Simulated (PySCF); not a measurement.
Gas-phase reaction: 2 SiCl + SiH2Cl2 ⇌ 2 SiHCl + SiCl2

Method: PySCF energies plus ideal-gas RRHO corrections (1 bar). † marks an energy on the PBE0/def2-TZVP geometry and frequencies; other levels use their own. 6-31G* has spherical d functions here. Open shells (unrestricted): SiCl (multiplicity 2); the rest are closed-shell singlets. Spin-orbit splitting is ignored; it lowers the true energy and changes the entropy of SiCl. SiHCl: computed as isolated molecules; such fragments, hydroxides, amides, oligomers or adducts are transient or little studied in the gas.

LDA/def2-TZVP† gives ΔH°(298 K) = -48 kJ.

Problem. What do HF/def2-TZVP†, HF/6-31G*, PBE/def2-TZVP† give?

Solution. HF/def2-TZVP†: 58 kJ; HF/6-31G*: 55 kJ; PBE/def2-TZVP†: -33 kJ. For scale, ΔH°(298 K) is -48 kJ at this level, -50 kJ at ωB97M-V/def2-TZVP†, and runs from -67 to 58 kJ over the 20 levels computed.
